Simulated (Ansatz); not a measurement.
Total energies of `CC(C)(C)C`.

```tsv
atom	x (Å)	y (Å)	z (Å)
C1	-1.4570	0.4528	-0.0331
C2	0.0000	0.0000	0.0000
C3	0.8013	0.9301	0.9065
C4	0.5783	0.0431	-1.4116
C5	0.0774	-1.4259	0.5381
H6	-1.8973	0.4329	0.9679
H7	-1.5425	1.4734	-0.4167
H8	-2.0562	-0.1983	-0.6759
H9	1.8519	0.6289	0.9481
H10	0.4084	0.9182	1.9272
H11	0.7622	1.9614	0.5443
H12	1.6238	-0.2781	-1.4177
H13	0.5363	1.0558	-1.8226
H14	0.0214	-0.6152	-2.0845
H15	1.1127	-1.7769	0.5731
H16	-0.4893	-2.1156	-0.0939
H17	-0.3315	-1.4864	1.5508
```

The species carries charge 0 and has multiplicity 1. Geometry: relaxed with PBE0-D4/def2-TZVP. Basis def2-TZVPP, the Gaussian-basis code of Ansatz.

RPA on PBE orbitals: Hartree–Fock energy of these orbitals -196.36274 Eh, correlation -1.52690 Eh (frozen core).

```tsv
functional	energy without D4 (Eh)	D4 term (kJ/mol)
LDA (SPW92)	-195.93770	–
PBE	-197.54700	-32.6
revPBE	-197.77150	-112.7
r2SCAN	-197.71260	-8.5
B97M-V	-197.85059	–
B3LYP	-197.85404	-51.6
r2SCANh	-197.70742	-8.8
r2SCAN0	-197.70058	-9.7
HSE06 (plane-wave form)	-197.57807	-25.1
BHLYP	-197.71020	-34.8
LC-ωPBE	-197.72692	–
ωB97X-V	-197.78914	–
ωB97M-V	-197.71558	–
PBE-QIDH	-197.57082	–
```

Task: Give the same for BLYP, PBE0, CAM-B3LYP, B2PLYP. (Best estimate.)

Result: Computed: 
```csv
functional,energy without D4 (Eh),D4 term (kJ/mol)
BLYP,-197.70736,-72.8
PBE0,-197.59131,-27.3
CAM-B3LYP,-197.72108,-27.1
B2PLYP,-197.64362,–
```

B3LYP takes the VWN-RPA correlation (the form of Gaussian; ORCA's B3LYP/G). HSE06 is the plane-wave form, built on full-range PBE exchange. The double hybrids freeze the cores in their second-order part.

LC-ωPBE has ω = 0.4 bohr⁻¹.
